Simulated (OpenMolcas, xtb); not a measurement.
**A ladder of methods for CH4BO (SMILES [BH]OC)**

CH4BO: 7 atoms, total charge 0, spin state doublet. SMILES: `[BH]OC`. Geometry: relaxed at PBE0-D4/def2-TZVP. This is one conformer, not always the lowest.

```xyz
7

B    -1.3196   -1.0257   -0.1729
O    -0.2724   -0.7071    0.5645
C     0.6422    0.3386    0.2439
H    -1.6285   -0.4742   -1.2016
H     0.3578    0.8340   -0.6876
H     0.6430    1.0593    1.0623
H     1.6389   -0.0928    0.1456
```

Each level gives the dipole moment (D). The values are calculated.

```tsv
level	kind	program	value (D)	CPU time
GFN2-xTB	semi-empirical	xtb	1.74	under 2 s
UHF/def2-TZVP	Hartree–Fock	OpenMolcas	2.29	14 s
USVWN5/def2-TZVP	LDA	OpenMolcas	2.53	27 s
UPBE/def2-TZVP	GGA	OpenMolcas	2.43	41 s
U-r2SCAN/def2-TZVP	meta-GGA	OpenMolcas	2.37	48 s
UB3LYP/def2-TZVP	global hybrid	OpenMolcas	2.40	42 s
```

The values span 1.74 to 2.53 D. Times are those of the runs behind each value, whatever else they computed, on shared processors of several kinds: orders of magnitude only.
